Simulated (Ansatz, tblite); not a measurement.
Cost and result up the ladder for [S3]- (S3⁻) (3 atoms). Charge -1, multiplicity 2. Geometry: r2SCAN-D4/def2-TZVPD.

```tsv
atom	x (Å)	y (Å)	z (Å)
S1	1.1275	-1.2868	-0.2497
S2	0.2052	0.4678	-0.4867
S3	-1.3328	0.8190	0.7365
```

Ansatz on 4 threads of AMD EPYC 7B13 on a shared host; xTB runs through tblite on one thread. Times are rough, summed over both states, and most runs start from the orbitals of an earlier one. No level here is sound enough to serve as a yardstick. The other state is a singlet.

The xTB rows come from tblite. Correlated methods freeze 15 core orbitals.

Run but left out: HF/def2-TZVPPD (neutral singlet: restricted singlet, unstable towards broken spin symmetry).

Correlated methods converge slowly with the basis.

Raw xTB energies of ions are shifted by several eV, and xTB has no spin-polarisation term.

```csv
level,functions,wall time
GFN2-xTB,27,0.007 s
GFN1-xTB,27,0.01 s
PBE-D4/def2-TZVPD (with forces),138,2.5 s
PBE0-D4/def2-TZVPD,138,3.8 s
r2SCAN-D4/def2-TZVPD,138,5.1 s
CCSD(T)/def2-TZVPPD,153,21 s
```

(1) Estimate what each level gives for the vertical IE (eV).

Answers

(1) 
| level | vertical IE (eV) | remarks |
| --- | --- | --- |
| GFN2-xTB | 7.46 | – |
| GFN1-xTB | 6.29 | – |
| PBE-D4/def2-TZVPD (with forces) | 2.45 | HOMO above zero (-1 doublet), restricted SCF unstable in HF (singlet) |
| PBE0-D4/def2-TZVPD | 2.76 | restricted SCF unstable in HF (singlet) |
| r2SCAN-D4/def2-TZVPD | 2.62 | HOMO above zero (-1 doublet), restricted SCF unstable in HF (singlet) |
| CCSD(T)/def2-TZVPPD | 2.40 | large T1 (0.025) (singlet), restricted SCF unstable (singlet) |
